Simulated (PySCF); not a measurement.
Simulated C 1s region for `[C-]#CC(C)(C)C`, binding energy against the vacuum level.

Every computed line was given a Gaussian of 0.6 eV full width at half maximum and an area set by the number of equivalent atoms; the highest printed point is 100. Method used: delta-SCF UKS SCAN, pcX-2 on the ionised atom, pcseg-1 elsewhere, spin-free X2C (PySCF 2.14.0).

(binding energy (eV), intensity): (281.3, 0), (281.4, 0), (281.5, 1), (281.6, 2), (281.7, 4), (281.8, 9), (281.9, 15), (282.0, 22), (282.1, 28), (282.2, 32), (282.3, 34), (282.4, 34), (282.5, 34), (282.6, 34), (282.7, 32), (282.8, 28), (282.9, 21), (283.0, 14), (283.1, 8), (283.2, 4), (283.3, 2), (283.4, 1), (283.5, 0), (283.6, 0), (283.7, 0), (283.8, 0), (283.9, 0), (284.0, 0), (284.1, 0), (284.2, 0), (284.3, 0), (284.4, 0), (284.5, 0), (284.6, 0), (284.7, 0), (284.8, 0), (284.9, 0), (285.0, 0), (285.1, 0), (285.2, 0), (285.3, 0), (285.4, 0), (285.5, 1), (285.6, 3), (285.7, 8), (285.8, 17), (285.9, 33), (286.0, 54), (286.1, 76), (286.2, 93), (286.3, 100), (286.4, 95), (286.5, 81), (286.6, 62), (286.7, 43), (286.8, 27), (286.9, 15), (287.0, 8), (287.1, 3), (287.2, 1), (287.3, 0), (287.4, 0)

Q: How many maxima does the curve show, and how many computed lines lie under it?

A: The curve has 2 maxima (at 282.4 and 286.3 eV). Under it lie 4 lines from 4 inequivalent carbon sites. At this width some lines have no maximum of their own.

Q: Decompose the envelope and assign each component. Numbering: `[C-:1]#[C:2][C:3]([CH3:4])([CH3:5])[CH3:6]`.

A: 
```tsv
position (eV)	relative area	line	atoms	environment
282.19	1	C 1s	C1	carbon bonded to C
282.70	1	C 1s	C2	carbon bonded to 2 C
286.26	3	C 1s	C4/C5/C6	methyl carbon
286.56	1	C 1s	C3	propargylic carbon
```

Q: What are the centre and the root-mean-square width of the whole band?

A: The area-weighted mean of the lines is 285.04 eV. Their own spread about it is 1.84 eV (rms) and each Gaussian has σ = 0.6/2.355 = 0.25 eV; the variances add, which gives 1.86 eV.

The listed C 1s values span 4.37 eV, from C1 (bonded to C (triple bond)) to C3 (bonded to 4 C). The widest gap between neighbouring values is 3.56 eV, between 282.70 and 286.26 eV. Summing the Pauling electronegativity differences to the bonded atoms, each weighted by its formal bond order, gives 0.00 for the lowest site and 0.00 for the highest; no listed site has a larger sum than the highest. The smallest sum, -1.05, belongs to C4/C5/C6, 4.07 eV above the lowest.

Shake-up satellites, vibrational structure and lifetime widths aren't simulated. The first atom of each set that the bonding makes equivalent was ionised and stands for the set. The unrestricted hole states depart most from a pure doublet (⟨S²⟩ = 0.75; over 0.85 named) for C 1s of C1 (0.87), which makes this value less certain. The species carries charge -1, so core ionisation leaves a neutral species. The basis sets have no added diffuse functions. Geometry: GFN2-xTB; no solvent, vibrations or thermal averaging.

On an Arm Neoverse V1 with one thread, on a shared host, this took 52 s.
